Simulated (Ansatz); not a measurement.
# Disiloxane (Si2H6O): how energies converge with the basis set

One table from this session's results is given with a row withheld; the runs are named, their logs left out.

The runs use Ansatz 0.2.0, Gaussian basis; one geometry, several basis sets.

The runs, in order: PBE0-D4/def2-SVP; ωB97M-V/def2-SVP; PBE0-D4/def2-QZVPP; ωB97M-V/def2-QZVPP; the functionals' def2-TZVPP values are taken from earlier runs.

## The relaxed structure

All runs share one geometry, relaxed beforehand with PBE0-D4 in a triple-zeta def2 set.

SMILES `[SiH3]O[SiH3]`, 9 atoms, charge 0, spin multiplicity 1.

Atoms are counted from 1 here; the program's logs count them from 0.

Bond lengths: Si1–O2 1.634 Å, Si1–H4 1.487 Å, Si1–H5 1.483 Å, Si1–H6 1.487 Å, O2–Si3 1.634 Å, Si3–H7 1.483 Å, Si3–H8 1.487 Å, Si3–H9 1.487 Å. Angles: O2–Si1–H4 110.2°, O2–Si1–H5 108.3°, O2–Si1–H6 110.2°, H4–Si1–H5 109.6°, H4–Si1–H6 109.0°, H5–Si1–H6 109.6°, Si1–O2–Si3 147.6°, O2–Si3–H7 108.2°, O2–Si3–H8 110.2°, O2–Si3–H9 110.2°, H7–Si3–H8 109.6°, H7–Si3–H9 109.6°, H8–Si3–H9 109.0°.

The first run:

File in.yaml:

```yaml
crystal:
  periodic: [false, false, false]
  atoms:
    - {symbol: Si, position_ang: [-0.702291, 1.048814, -0.921045]}
    - {symbol: O, position_ang: [0.432517, 0.094921, -0.234816]}
    - {symbol: Si, position_ang: [0.786741, -1.043850, 0.881570]}
    - {symbol: H, position_ang: [-1.774675, 0.216107, -1.526409]}
    - {symbol: H, position_ang: [-0.049612, 1.862648, -1.974489]}
    - {symbol: H, position_ang: [-1.305207, 1.944980, 0.100382]}
    - {symbol: H, position_ang: [2.234600, -1.349354, 0.789769]}
    - {symbol: H, position_ang: [-0.001164, -2.277734, 0.623467]}
    - {symbol: H, position_ang: [0.467691, -0.542930, 2.244370]}
basis:
  gaussian: {orbitals: def2-SVP}
hamiltonian: {xc: pbe0, dispersion: d4}
output: {orbitals: {seedname: orbitals}}
```

Run with:

```
ansatz run in.yaml --threads 4 --pin off --events-out ev --progress --plain --max-ram 10444MiB
```

Steps of the session up to this table: PBE0-D4 in def2-SVP; ωB97M-V in def2-SVP; PBE0-D4 in def2-QZVPP; ωB97M-V in def2-QZVPP.

One of the session's tables, all rows but one given; the rest of the session is left out.

It belongs to the step «Functionals by basis». 

```
functional       basis  HOMO (eV)  LUMO (eV)
   PBE0-D4    def2-SVP      -8.64       0.32
   PBE0-D4  def2-TZVPP          ?          ?
   PBE0-D4  def2-QZVPP      -8.75      -0.38
   ωB97M-V    def2-SVP     -10.89       2.23
   ωB97M-V  def2-TZVPP     -11.03       1.47
   ωB97M-V  def2-QZVPP     -11.05       1.13
```

Estimate the missing values for PBE0-D4, def2-TZVPP.

As computed: HOMO (eV): -8.74; LUMO (eV): -0.22. In the column «HOMO (eV)» it lies between PBE0-D4, def2-QZVPP (-8.75) and PBE0-D4, def2-SVP (-8.64).
